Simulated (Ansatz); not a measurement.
# Down a group: vertical spin gaps of H2Al–P, H2Al–As

Ansatz 0.2.0, basis cc-pVTZ; geometries are PBE0/def2-TZVP minima. Wave-function levels freeze the cores with the filled d shells of p-block atoms; HF, MP2 and coupled cluster are restricted for singlets and unrestricted otherwise, restricted open-shell where a d shell is frozen, Kohn–Sham unrestricted where that lies lower. The reference is CCSDT(Q) (coupled cluster only where its series has nearly closed). Semilocal and hybrid functionals correlate all electrons outside any core potential and usually lie nearer their basis limit than the reference, so part of their error here is the reference's basis and frozen-core error; RPA and the MP2 part of double hybrids freeze the same cores as the reference. An error is the level's value less the reference. None of these values is a measured one. Energies are electronic, without zero-point terms. No spin–orbit coupling and no scalar relativity. The species are chosen: bound, without strong static correlation by their natural occupations or amplitudes, in their lowest spin state as far as vertical gaps and like structures tell, and with a ladder that closes on the reference, so errors are smaller than for species at large; levels whose determinant breaks symmetry or spin markedly are left out.

```tsv
species	bonds (Å)	quantity	symmetry of the states	reference	value (kJ/mol)	error CCSD(T)	error CCSDT	error PBE	error B3LYP	error B2PLYP
H2Al–P, triplet	Al–P 2.334, Al–H 1.588, angles at Al 120/121°	quintet less triplet, vertical	A2 / B2	CCSDT(Q)	382.2	1.4	0.2	-22.2	8.7	13.9
H2Al–As, triplet	Al–As 2.435, Al–H 1.589, angles at Al 120°	quintet less triplet, vertical	A2 / B2	CCSDT(Q)	365.4	1.1	0.1	-19.6	11.6	14.8
```

The reference falls from P to As, by 16.8 kJ/mol in all.
